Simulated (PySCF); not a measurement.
# CHCl: triplet, from a bent start

The task is one start of a wider search on CHCl: the triplet, from a bent start. It is relaxed, tested by its Hessian and followed downhill if it is a saddle.

Program: PySCF 2.14.0. Level of theory: PBE0, basis C def2-TZVP, H def2-TZVP, Cl def2-TZVP, no relativity, density fitting. These are calculated values, not measurements.

**1. Where the work starts**

3 atoms, charge 0, spin multiplicity 3.

Bond lengths: C1–H2 1.070 Å, C1–Cl3 1.740 Å. Angles: H2–C1–Cl3 110.0°.

```xyz
3
charge 0 multiplicity 3
C     0.0000    0.0000    0.0000
H    -0.8765    0.0000    0.6137
Cl    1.4253    0.0000    0.9980
```

**2. Finding the electronic state**

The steps below are one call of a driver around PySCF. For each, scf.py gives the equivalent set-up of the SCF; relaxations use the driver's own optimiser. After this first run the driver tries any further starts and a stability analysis.

Contents of scf.py:

```python
from pyscf import gto, scf, dft
mol = gto.M(atom='''
C      0.000000     0.000000     0.000000
H     -0.876500     0.000000     0.613700
Cl     1.425300     0.000000     0.998000''',
    basis={'C': 'def2-TZVP', 'H': 'def2-TZVP', 'Cl': 'def2-TZVP'},
    charge=0, spin=2)
mf = dft.UKS(mol, xc='PBE0')
mf.grids.atom_grid = (50, 194)
aux = {'C': 'def2-universal-JKFIT', 'H': 'def2-universal-JKFIT', 'Cl': 'def2-universal-JKFIT'}
mf = mf.density_fit(auxbasis=aux)
mf.conv_tol = 1e-08
mf.diis_space = 10
mf.max_cycle = 60
mf.init_guess = 'minao'
mf.verbose = 4
mf.kernel()
```

The run is started by

```bash
$ OMP_NUM_THREADS=2 python axn.py task.json out
```

After this run come: Bent start, triplet: relaxation; Vibrations and properties at this point.

Before running it: what results should come out? Wanted: minimum; geometry; wavenumbers; dipole moment; highest occupied, lowest empty level; polar-tensor charge of C1; zero-point energy; atomisation energy; ⟨S²⟩.

**Answer**, as computed:

| quantity | value |
| --- | --- |
| minimum | triplet, Cs |
| geometry | C–Cl 1.646 Å, C–H 1.083 Å; Cl–C–H 127.2° |
| wavenumbers (cm⁻¹) | 917 (a'), 953 (a'), 3215 (a') |
| dipole moment | 0.78 D |
| highest occupied, lowest empty level (either spin) | -6.41, -2.40 eV |
| polar-tensor charge of C1 | +0.11 e |
| zero-point energy | 30.4 kJ/mol |
| entropy at 298.15 K | 241.7 J/(mol K) |
| atomisation energy (no zero-point energy) | 763 kJ/mol |
| ⟨S²⟩ | 2.009 |

The molecule stays Cs, as typed, and the end point is a minimum. The strongest infrared band lies at 917 cm⁻¹ (a', stretch). Most of the spin sits on C1 (Mulliken spin 1.77, against 2 for the whole molecule). Other starts or spin states, not run here, may lie lower.
